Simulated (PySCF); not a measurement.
## C5H9Cl: g tensor and hyperfine couplings

Compound: C5H9Cl (triplet state).
Geometry (GFN2-xTB, Å), atoms numbered from 1 in this order:
```
atom  x, y, z in Å
C1     1.1447   -0.4377    0.7694
C2     0.0605    0.0175   -0.2299
C3    -0.8004    1.1229    0.4159
C4    -0.8309   -1.1759   -0.5942
C5     0.6928    0.5308   -1.4564
Cl6    1.6894    1.8343   -1.6379
H7     0.6745   -0.8294    1.6688
H8     1.7616   -1.2159    0.3281
H9     1.7835    0.3982    1.0433
H10   -1.5674    1.4576   -0.2778
H11   -0.1821    1.9750    0.6877
H12   -1.2821    0.7373    1.3118
H13   -1.2919   -1.5843    0.3016
H14   -1.6141   -0.8676   -1.2813
H15   -0.2425   -1.9548   -1.0711
```

The hyperfine couplings belong to this conformer and change with its torsions.

The species is `Cl[C]C(C)(C)C` [triplet].

Method: PySCF, UKS B3LYP, pcH-1 on C Cl H, non-relativistic, mean-field spin-orbit, GIAO. Isolated species at its GFN2-xTB geometry, gas phase. This triplet need not be the ground state; the singlet was not compared here. Couplings are sensitive to structure, and on GFN2-xTB geometries they can be far from those on DFT ones. The SCF solution wasn't tested for stability.

| Property | Result |
| --- | --- |
| g1, g2, g3 | 2.00245, 2.00446, 2.00488 |
| g_iso | 2.00393 |
| Form of g | rhombic: the two nearest values differ by 18 % of g3 − g1 |
| ⟨S²⟩ | 2.0059 (exact 2.0000) |
| HOMO–LUMO gap, α and β orbitals | 6.41, 6.75 eV |
| Total energy | -656.04997 Eh |

Isotropic coupling and dipolar principal values T1 to T3, in MHz:

```
atom  isotope  a_iso  of which spin–orbit     T1    T2    T3  Mulliken spin population
  C1      13C   27.3                  0.0   -3.1  -3.0   6.1                      0.05
  C2      13C   10.9                  0.0   -5.0  -4.8   9.8                     -0.04
  C3      13C   25.6                  0.0   -3.1  -2.9   6.0                      0.05
  C4      13C   12.5                  0.0   -1.6  -1.3   2.8                      0.01
  C5      13C  309.1                  0.2  -73.6  19.2  54.5                      1.72
 Cl6     35Cl   18.2                 -0.1  -29.2   9.8  19.4                      0.20
  H7       1H   11.7                  0.0   -2.6  -1.3   3.8                      0.01
  H8       1H   -1.3                  0.0   -4.2  -2.1   6.3                      0.00
  H9       1H   -2.1                  0.0   -3.6  -1.9   5.5                      0.00
 H10       1H   -1.3                  0.0   -4.1  -2.1   6.2                      0.00
 H11       1H   -2.1                  0.0   -3.6  -1.8   5.4                      0.00
 H12       1H   11.4                  0.0   -2.6  -1.2   3.8                      0.01
 H13       1H   -0.7                  0.0   -1.8  -1.7   3.6                      0.00
 H14       1H   -1.0                  0.0   -3.6  -2.9   6.6                      0.00
 H15       1H   -1.1                  0.0   -3.7  -3.0   6.7                      0.00
```

Largest spin populations (Mulliken): C5 (+1.72) and Cl6 (+0.20).

Axes: g1 points within 13° of the C5–Cl6 bond.

The 13C coupling of C5 (309.1 MHz) shows only in satellite lines or after enrichment, since that isotope makes up about 1.07 % of natural carbon.
